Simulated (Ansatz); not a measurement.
# CH₆AlS+ (SMILES [AlH2][CH2][SH2+]): functionals against CCSD(T) at one geometry

An exercise on one series of results from a longer session: the logs are not shown, and one member is left open.

Method: single points in def2-TZVPP; program: Ansatz 0.2.0, Gaussian basis.

Correlated methods freeze the cores.

**Starting geometry**

SMILES `[AlH2][CH2][SH2+]`, 9 atoms, charge 1, spin multiplicity 1.

Atoms are counted from 1 here; the program's logs count them from 0.

Bond lengths: Al1–C2 2.062 Å, Al1–H4 1.430 Å, Al1–H5 1.475 Å, C2–S3 1.919 Å, C2–H6 1.145 Å, C2–H7 1.125 Å, S3–H8 1.405 Å, S3–H9 1.374 Å. Angles: C2–Al1–H4 105.0°, C2–Al1–H5 131.3°, H4–Al1–H5 121.4°, Al1–C2–S3 107.4°, Al1–C2–H6 105.3°, Al1–C2–H7 127.7°, S3–C2–H6 109.1°, S3–C2–H7 102.3°, H6–C2–H7 104.2°, C2–S3–H8 93.0°, C2–S3–H9 98.8°, H8–S3–H9 97.5°.

Coordinates:

```
Al   -0.8519    0.7878   -0.9148
C     0.8852    0.2568    0.0612
S     0.5076   -1.3230    1.0834
H    -1.7623   -0.2852   -0.6601
H    -1.1070    1.7772   -1.9785
H     1.6313   -0.0025   -0.7678
H     1.4825    0.8751    0.7865
H    -0.6931   -1.5683    0.3972
H    -0.0394   -0.7296    2.1952
```

The first run:

run/in.yaml

```yaml
crystal:
  periodic: [false, false, false]
  atoms:
    - {symbol: Al, position_ang: [-0.851900, 0.787800, -0.914800]}
    - {symbol: C, position_ang: [0.885200, 0.256800, 0.061200]}
    - {symbol: S, position_ang: [0.507600, -1.323000, 1.083400]}
    - {symbol: H, position_ang: [-1.762300, -0.285200, -0.660100]}
    - {symbol: H, position_ang: [-1.107000, 1.777200, -1.978500]}
    - {symbol: H, position_ang: [1.631300, -0.002500, -0.767800]}
    - {symbol: H, position_ang: [1.482500, 0.875100, 0.786500]}
    - {symbol: H, position_ang: [-0.693100, -1.568300, 0.397200]}
    - {symbol: H, position_ang: [-0.039400, -0.729600, 2.195200]}
basis:
  gaussian: {orbitals: def2-TZVPP}
total_charge: 1
correlation: {method: ccsd_t}
output: {forces: true}
```

The command line of these runs was not kept.

Steps of the session up to this table: CCSD(T)/def2-TZVPP; PBE0-D4/def2-TZVPP; wB97M-V/def2-TZVPP; r2SCAN-D4/def2-TZVPP; PBE-D4/def2-TZVPP; r2SCAN0-D4/def2-TZVPP; LC-wPBE/def2-TZVPP.

One of the session's tables, all rows but one given; the rest of the session is left out.

| method | RMS force component (eV/Å) | angle to CCSD(T) forces (°) |
| --- | --- | --- |
| CCSD(T) | 0.943 | reference |
| PBE0-D4 | 0.967 | 6.1 |
| wB97M-V | 0.933 | 3.6 |
| r2SCAN-D4 | 0.938 | 6.0 |
| PBE-D4 | 0.928 | 13.1 |
| r2SCAN0-D4 | 0.978 | 5.0 |
| LC-wPBE | ? | ? |

**Question.** Estimate the row for LC-wPBE.

As computed: RMS force component (eV/Å): 1.006; angle to CCSD(T) forces (°): 9.1. In the column «RMS force component (eV/Å)» it is the highest.
